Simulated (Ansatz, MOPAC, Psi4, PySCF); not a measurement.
Species: H2S, charge 0, multiplicity 1. SMILES: S
Structure (B3LYP-D3(BJ)/def2-TZVP (Ansatz, a program for electronic structure) minimum search):
```
S
H 1 1.3426
H 1 1.3426 2 92.55
```
Charge 0, spin multiplicity 1.

Property: size of the dipole moment, in D. Set-up: six Cartesian d functions in 6-31G* and its kin unless marked 5d; 6-311+G** with 5d, 6d on Na to Ar in Ansatz; non-relativistic; no dispersion term unless named; no spin-orbit coupling. Ab initio and DFT rows: single points at B3LYP-D3(BJ) geometries (Ansatz). Semi-empirical rows: dipoles at the shared geometry.

Measured values: NIST CCCBDB, as tabulated in the package chemicals; dipoles are vibrational averages. 

Value to compare with, the measured value: 0.97 D.

| level | program | size of the dipole moment (D) | error |
|---|---|---|---|
| MNDO | MOPAC | 1.38 | 0.41 |
| BP86/def2-SVP | PySCF | 1.30 | 0.33 |
| B3LYP/3-21G | Ansatz | 1.81 | 0.84 |
| B3LYP/6-31G* | Ansatz | 1.43 | 0.46 |
| B3LYP/cc-pVDZ | Ansatz | 1.22 | 0.25 |
| PBE0/6-311+G** | Ansatz | 1.43 | 0.46 |
| wB97X-D/6-311+G** | Psi4 | 1.42 | 0.45 |

Among the 7 habitual levels, B3LYP/3-21G lies farthest from the measured value (0.84 D) and B3LYP/cc-pVDZ nearest (0.25); 7 of 7 lie above it, and their mean absolute error is 0.46 D, the median 0.45. One case shows no general order.

The levels are drawn from those run, B3LYP/6-31G* more often than the rest, none by its result; runs whose electronic state is in doubt are left out.
